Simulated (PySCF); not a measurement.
Compound: methyl propyl ether, C4H10O.
Bonds: C1–C2, C2–C3, C3–O4, O4–C5. Hydrogens: H6, H7, H8 on C1; H9, H10 on C2; H11, H12 on C3; H13, H14, H15 on C5.

Level: wB97X-D/pcSseg-2 in PySCF, non-relativistic, on one gas-phase PBE0-D3(BJ)/def2-TZVP geometry that isn't relaxed in the solvent. The solvent is an IEF-PCM continuum (van der Waals radii × 1.2). The model holds no explicit solvent molecules, cavitation or dispersion.

Gas phase at wB97X-D/pcSseg-2: HOMO -9.30 eV, LUMO 2.37 eV, dipole 1.11 D.

Q: What does the continuum do to the energy, the frontier levels and the dipole at wB97X-D/pcSseg-2 in chloroform?

A: 
```tsv
solvent	ε	E(solvent) − E(gas) (kJ/mol)	polarisation term (kJ/mol)	distortion of the solute (kJ/mol)	HOMO (eV)	LUMO (eV)	dipole (D)
chloroform	4.711	-8.46	-9.37	0.91	-9.32	2.51	1.43
```

Polarisation term: ½ Σ q·V over the induced surface charges. Distortion: the rise of the solute's own energy as its density leaves the gas-phase optimum.

Q: Which radius a makes the point-dipole formula ΔE = −[(ε − 1)/(2ε + 1)]·μ²/a³ give the value in chloroform, with the gas-phase dipole?

A: μ = 0.437 au and |ΔE| = 0.00322 Eh give a = 1.46 Å; the farthest nucleus lies 3.43 Å from the centroid of the nuclei, so such a sphere wouldn't even hold the nuclei. The formula assumes a rigid point dipole at the centre of a sphere.

Conformer computed: `[CH3:1][CH2:2][CH2:3][O:4][CH3:5]`: C1–C2–C3–O4 180°, C2–C3–O4–C5 180°.

Note: wB97X-D ran without an empirical dispersion term, which enters the total energy and its gradient alone.
